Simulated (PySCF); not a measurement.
Species: H6SSi2.
Atom-mapped SMILES: `[SiH3:1][SiH2:2][SH:3]` (hydrogens: H4, H5, H6 on Si1; H7, H8 on Si2; H9 on S3)

Theory: PBE0-D3(BJ)/def2-SVP geometry optimisation, gas phase in PySCF.

Q: What internal coordinates does the optimisation give?

A: 
```csv
bond,length (Å),order
Si1–Si2,2.342,single
Si2–S3,2.156,single
"Si1–H4, Si1–H5, Si1–H6",1.496,single
"Si2–H7, Si2–H8",1.495,single
S3–H9,1.351,single
```

Bonds in one row agree within 0.01 Å and their mean is given. Orders are formal, as drawn. A selection of angles:
```csv
angle,degrees
Si2–Si1–H4,111.5
Si2–Si1–H5,108.5
Si2–Si1–H6,109.8
H4–Si1–H5,108.7
Si1–Si2–S3,109.2
Si1–Si2–H7,111.7
S3–Si2–H7,104.6
S3–Si2–H8,111.9
H7–Si2–H8,108.6
Si2–S3–H9,94.9
```

Dihedral angles: H9–S3–Si2–Si1 -55° (synclinal). The mirror-image conformer, all signs reversed, is as good.

Si1 (SiH3 silicon) is tetrahedral (angles from 108.5° to 111.5°). S3 (sulfur bonded to Si and H) is bent (angle 94.9°). Si2 (SiH2 silicon) is distorted tetrahedral (angles from 104.6° to 111.9°).

No frequency check. The numbers are those of one conformer (Si1–Si2–S3–H -55°).

Time: 11 s; peak memory 0.36 GiB. Hardware: one thread, Arm Neoverse V1 (aarch64), no GPU (shared host). These figures are those of the optimisation.
